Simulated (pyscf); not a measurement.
A first-order saddle from PySCF, ωB97X-D3(BJ)/def2-SVP:

```
Ga
H 1 1.6726
H 2 1.1175 1 73.89
H 2 1.1261 3 147.50 1 -0.04
As 1 2.2255 4 139.75 2 180.00
H 5 1.5271 1 86.86 4 179.99
```

Surface: singlet, charge 0. Lowest wavenumbers (cm⁻¹): 1735i, 214, 253, 339, 468.

Question: What reaction is this the transition state of?

Answer: `[GaH]=[AsH]` + `[H][H]` ⇌ `[GaH]=[AsH]` + `[H][H]`, a four-centre exchange read from left to right: Ga–H, H–H broken and Ga–H, H–H formed. At ωB97M-D3(BJ)/def2-TZVP it lies +39.6 kcal/mol from the left side and +39.6 kcal/mol from the right (each side as separated species at their lowest minima found). At the saddle there is also a short Ga–H contact that neither side keeps. The same reactants have a lower exit, to H₂Ga–AsH₂ (barrier +26.5 kcal/mol at ωB97M-D3(BJ)/def2-TZVP, against +39.6 kcal/mol here). HGa=AsH lies 12.3 kcal/mol over its isomer Ga–AsH₂ [singlet] (electronic energy, ωB97M-D3(BJ)/def2-TZVP). This is the saddle that the search found; another between the same sides may lie lower. Elements up to Kr have no core potential and no relativistic terms here.
